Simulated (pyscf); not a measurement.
Thermochemistry of product channels of HO–PH–OH + SiH₂ [singlet] on the singlet surface, in kcal/mol, from CCSD(T)/def2-TZVPP + ΔMP2(QZVPP) energies (ideal gas, 1 atm, RRHO with modes under 100 cm⁻¹ raised to 100, one conformer, R ln 2 for rigid chiral ones). Structures and frequencies: ωB97X-D3(BJ)/def2-SVP in PySCF. Correlated levels are frozen-core, on RHF or UHF. ΔMP2 is the change of the MP2 total energy from the triple- to the quadruple-zeta basis.

| products | ΔE | ΔH(298 K) | ΔG(298 K) | ΔG(1200 K) |
|---|---|---|---|---|
| HO–SiH₂–PH–OH | -67.8 | -65.5 | -55.4 | -26.8 |
| HO–PH–O–SiH₃ | -78.3 | -76.8 | -65.7 | -33.2 |

These are energies of the channels, which say nothing of barriers. HO–SiH₂–PH–OH lies 28.3 kcal/mol over its isomer HO–SiH₂–O–PH₂, and others may lie lower still (electronic energy, ωB97M-D3(BJ)). HO–PH–O–SiH₃ lies 16.1 kcal/mol over its isomer HO–SiH₂–O–PH₂, and others may lie lower still (electronic energy, ωB97M-D3(BJ)). The CCSD(T) − MP2 part came from Ansatz, without density fitting, on the same reference.
